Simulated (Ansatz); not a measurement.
How well does each level of theory give the cohesive energy of bcc Ba?

Reference value: 1.91 eV/atom (measured, static lattice: zero-point vibration energy added; as tabulated in Mejia-Rodriguez and Trickey (2018), arXiv:1807.09216).

Question: Which of these levels comes closest to the reference?
A. rVV10 (Ansatz, an electronic-structure program)
B. PBE (Ansatz)
C. r²SCAN (Ansatz)
D. LDA (Ansatz)

Answer: B, PBE (Ansatz)

```json
[
 {"level (code)": "LDA (Ansatz)", "value (eV/atom)": "2.24", "cell (Å³/atom)": "53.82", "error (eV/atom)": "+0.33"},
 {"level (code)": "PBE (Ansatz)", "value (eV/atom)": "1.88", "cell (Å³/atom)": "63.30", "error (eV/atom)": "-0.03"},
 {"level (code)": "rVV10 (Ansatz)", "value (eV/atom)": "2.10", "cell (Å³/atom)": "59.59", "error (eV/atom)": "+0.19"},
 {"level (code)": "r²SCAN (Ansatz)", "value (eV/atom)": "2.04", "cell (Å³/atom)": "65.17", "error (eV/atom)": "+0.13"}
]
```

Of these levels PBE (-0.03 eV/atom) comes nearest. LDA (+0.33 eV/atom) lies farthest from it. Within 0.5 eV/atom: LDA, PBE, rVV10, r²SCAN.

Density-functional levels without +SOC have no spin–orbit coupling, which shifts binding energies of heavy elements. Each level is taken at its own relaxed cell. Cutoffs differ between the levels. Ansatz's density-functional and Hartree–Fock values are scalar-relativistic unless marked +SOC, with PAW data made under PBE.

Differences are worked out from the printed values.
